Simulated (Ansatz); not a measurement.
## Multireference treatment of C4H4O, singlet

Computed with Ansatz's Gaussian-basis code (development build). Basis cc-pVDZ, nonrelativistic, 5 orbitals frozen in the corrections. State-specific CASSCF; RHF is the lowest restricted (open-shell) Hartree–Fock solution met. Letters tell apart solutions met in one space. No symmetry is imposed, so a solution can break that of the shape. No proof that the lowest CASSCF solution was found.

Geometry:

```xyz
9

O     0.4320    0.0000    1.0395
C     0.0000    1.0947    0.3480
C     0.0000   -1.0947    0.3480
C     0.0000    0.7132   -0.9622
C     0.0000   -0.7132   -0.9622
H     0.0000    2.0494    0.8511
H     0.0000   -2.0494    0.8511
H     0.0000    1.3708   -1.8197
H     0.0000   -1.3708   -1.8197
```

CASSCF less RHF, in eV, and natural occupations:

```json
{"CAS": "(6,5) a", "CASSCF": "-1.542", "occupations": "2.00, 1.94, 1.89, 0.11, 0.07"}
{"CAS": "(6,5) b", "CASSCF": "-1.508", "occupations": "1.99, 1.98, 1.97, 0.04, 0.03"}
```

(1) What totals less RHF do the corrections give on each solution?

(2) In CAS(6,5), is the solution lowest in CASSCF also lowest after SC-NEVPT2?

(3) Roughly how much CPU time does a whole run from the default start take (median of such runs, summed over threads; nearly all runs on one pinned thread of a shared server, mostly Xeon at 2.3 to 2.6 GHz, by a development driver)?

Results:

(1) 

```csv
CAS,SC-NEVPT2
"(6,5) a",-19.397
"(6,5) b",-18.815
```

(2) Yes: (6,5) a stays lowest, 0.58 eV under the next.

(3) CAS(6,5) b: about 21 s. Other jobs ran beside these, and the count of passes differs.
